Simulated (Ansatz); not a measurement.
# BSiH3 (triplet): the correlation ladder, cc-pVDZ

The task here is to estimate one member of a computed series from the others.

Method: cc-pVDZ, core rule «outside noble gas», up to 6 orbitals frozen; program: Ansatz 0.2.0, Gaussian basis.

The runs, in order: UHF; CCSD(T) on ROHF; CCSD(T) on UHF; BCCD(T) on ROHF; CISD; CCSDT(Q) on ROHF; CCSDT(Q) on UHF; CASSCF and MRCISD+Q, 10 electrons in 11 orbitals; CASSCF and NEVPT2, 10 electrons in 11 orbitals.

3 further runs of the same task are left out: 3 set aside as unsound or not needed.

## What is computed

The geometry is a PBE0/def2-TZVP stationary point (not a proven minimum) of the parent state, kept for this charge and spin.

5 atoms, charge 0, spin multiplicity 3.

Atoms are counted from 1 here; the program's logs count them from 0.

Bond lengths: Si1–B2 1.818 Å, Si1–H3 1.714 Å, Si1–H4 1.714 Å, B2–H3 1.316 Å, B2–H4 1.316 Å, B2–H5 1.184 Å. Angles: B2–Si1–H3 43.6°, B2–Si1–H4 43.6°, H3–Si1–H4 66.6°, Si1–B2–H3 64.0°, Si1–B2–H4 64.0°, Si1–B2–H5 178.0°, H3–B2–H4 91.3°, H3–B2–H5 117.3°, H4–B2–H5 117.3°, Si1–H3–B2 72.4°, Si1–H4–B2 72.4°.

Set-up of the first run:

in.yaml reads:

```yaml
crystal:
  periodic: [false, false, false]
  atoms:
    - {symbol: Si, position_ang: [0.009145, 0.000000, 0.601555]}
    - {symbol: B, position_ang: [0.082475, 0.000000, -1.215039]}
    - {symbol: H, position_ang: [-0.655933, -0.941243, -0.666868]}
    - {symbol: H, position_ang: [-0.655935, 0.941242, -0.666868]}
    - {symbol: H, position_ang: [0.172446, 0.000000, -2.395826]}
basis:
  gaussian: {orbitals: cc-pVDZ}
magnetization: {spin_polarized: true, initial_magnetization: 2}
hamiltonian: {xc: hf}
output: {orbitals: {seedname: orbitals}}
```

Command:

```
ansatz run in.yaml --threads 1 --pin off --events-out ev --progress --plain --max-ram 4096MiB --backend cpu
```

Steps of the session up to this table: UHF; CCSD(T) on ROHF; CCSD(T) on UHF; BCCD(T) on ROHF; CISD; CCSDT(Q) on ROHF; CCSDT(Q) on UHF; CASSCF and MRCISD+Q, 10 electrons in 11 orbitals; CASSCF and NEVPT2, 10 electrons in 11 orbitals.

One table of the session follows, with a row left open; its other results are not shown here.

```
          method  from UCCSDT(Q) (meV)
            ROHF               +6082.0
             UHF               +5831.5
            RMP2               +1200.9
            UMP2               +1304.7
            CISD                +683.4
           RCCSD                +252.9
           UCCSD                +246.1
        RCCSD(T)                 +46.3
        UCCSD(T)                 +50.1
         BCCD(T)                 +47.2
          RCCSDT                     ?
          UCCSDT                 +10.6
       RCCSDT(Q)                  +1.2
       UCCSDT(Q)                     0
  CASSCF valence               +3595.0
  NEVPT2 valence                +932.4
  MRCISD valence                +261.2
MRCISD+Q valence                 +32.8
```

**Question.** Estimate the row for RCCSDT.

The run gave: from UCCSDT(Q) (meV): +11.7. In the column «from UCCSDT(Q) (meV)» it lies between UCCSDT (+10.6) and MRCISD+Q valence (+32.8).

To keep in mind: Restricted and unrestricted rows rest on different reference determinants; where their highest levels disagree by more than a few hundredths of an eV, they describe different states and don't form one ladder.
